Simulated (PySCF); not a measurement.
Species: nitrosyl fluoride, FNO.
Numbering: `[O:1]=[N:2][F:3]`

Cartesian coordinates in Å at the PBE0-D3(BJ)/def2-SVP level; atoms count from 1:
```xyz
3
FNO angstrom
O     -0.3978    0.8989   -0.2890
N      0.4547    0.1757   -0.0853
F     -0.0553   -1.1085    0.3556
```

Level of theory: core-valence-separated Tamm–Dancoff BHandHLYP/aug-pcX-1 in PySCF, non-relativistic, gas phase, PBE0-D3(BJ)/def2-SVP geometry. Absolute energies from this functional tend to lie a few eV below measured edges; no shift was applied.

The lowest roots of each edge with f over 0.003 (five at most, numbered afresh; weaker and dark ones are left out), with transition dipoles (au) in the frame of the coordinates:

```
root  edge  E (eV)       f       μx       μy       μz
   1     N  398.23  0.0876  -0.0035  -0.0295  -0.0900
   2     N  401.96  0.0964  -0.0462  -0.0826   0.0289
   3     N  408.30  0.0084   0.0283  -0.0067   0.0011
   4     O  529.11  0.0599  -0.0025  -0.0212  -0.0645
   5     O  535.68  0.0243   0.0204   0.0358  -0.0125
   6     O  541.16  0.0048  -0.0169   0.0085  -0.0021
   7     F  682.43  0.0103  -0.0009  -0.0077  -0.0235
   8     F  682.61  0.0494   0.0208   0.0475  -0.0164
   9     F  688.61  0.0055  -0.0151   0.0094  -0.0025
  10     F  688.91  0.0040   0.0006   0.0048   0.0146
  11     F  690.82  0.0040  -0.0152   0.0026  -0.0003
```

Question: What is the unit vector of the normal of the molecular plane, and which share of each root's |μ|² lies along it?

Answer: (-0.04, -0.31, -0.95), up to sign.

```
root  core hole on  share along it  final orbital under reflection in the plane
   1            N2            1.00                                          odd
   2            N2            0.00                                         even
   3            N2            0.00                                         even
   4            O1            1.00                                          odd
   5            O1            0.00                                         even
   6            O1            0.00                                         even
   7            F3            1.00                                          odd
   8            F3            0.00                                         even
   9            F3            0.00                                         even
  10            F3            1.00                                          odd
  11            F3            0.00                                         even
```

The 1s orbitals of atoms in the plane are even under the reflection, so light polarised along the normal reaches odd orbitals alone (the out-of-plane π set) and light polarised in the plane even ones.

Question: For fixed molecules, how does the intensity of root 1 change when the electric field is turned 20° away from the normal of the molecular plane?

Answer: Intensity goes as (E·μ)², and μ lies along that direction, so it falls to cos²20° = 0.88 of its maximum; it vanishes at 90°.

Question: Molecules are fixed in this frame and the field points along (1, 1, 0)/√2. What effective strengths 3 f cos²θ do the roots have (θ between field and μ)?

Answer: root 1 (N2): 0.016, root 2 (N2): 0.245, root 3 (N2): 0.007, root 4 (O1): 0.011, root 5 (O1): 0.062, root 6 (O1): 0.001, root 7 (F3): 0.002, root 8 (F3): 0.117, root 9 (F3): 0.001, root 10 (F3): 0.001, root 11 (F3): 0.004. Root 2 is the strongest. Averaged over all orientations cos²θ is 1/3, which gives f back.

